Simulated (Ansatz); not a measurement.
# H2Si2: the cost of one run

Computed with Ansatz 0.2.0, Gaussian basis. Level: def2-QZVPP, core rule «outside noble gas», up to 10 orbitals frozen.

The runs, in order: UHF; ROHF; CCSD(T) on UHF.

2 further runs of the same task are left out: 2 set aside as unsound or not needed.

### Step 1. The geometry

The geometry is a PBE0/def2-TZVP stationary point (not a proven minimum) of the parent state, kept for this charge and spin.

4 atoms, charge 0, spin multiplicity 3.

Atoms are counted from 1 here; the program's logs count them from 0.

Bond lengths: Si1–Si2 2.193 Å, Si1–H3 1.488 Å, Si1–H4 1.488 Å. Angles: Si2–Si1–H3 123.8°, Si2–Si1–H4 123.8°, H3–Si1–H4 112.4°.

### Step 2. UHF

The input, in.yaml:

```yaml
crystal:
  periodic: [false, false, false]
  atoms:
    - {symbol: Si, position_ang: [0.000000, 0.000000, 1.029969]}
    - {symbol: Si, position_ang: [0.000000, 0.000000, -1.163327]}
    - {symbol: H, position_ang: [0.000000, 1.236053, 1.857961]}
    - {symbol: H, position_ang: [0.000000, -1.236053, 1.857961]}
basis:
  gaussian: {orbitals: "def2-QZVPP.json"}
magnetization: {spin_polarized: true, initial_magnetization: 2}
hamiltonian: {xc: hf}
output: {orbitals: {seedname: orbitals}}
```

Run with:

```
> ansatz run in.yaml --threads 1 --pin off --events-out ev --progress --plain --max-ram 4096MiB --backend cpu
```

Q: Estimate wall time and peak memory on 1 thread of AMD EPYC 7R13, shared host.

About 12 s, with a peak of 0.51 GiB.
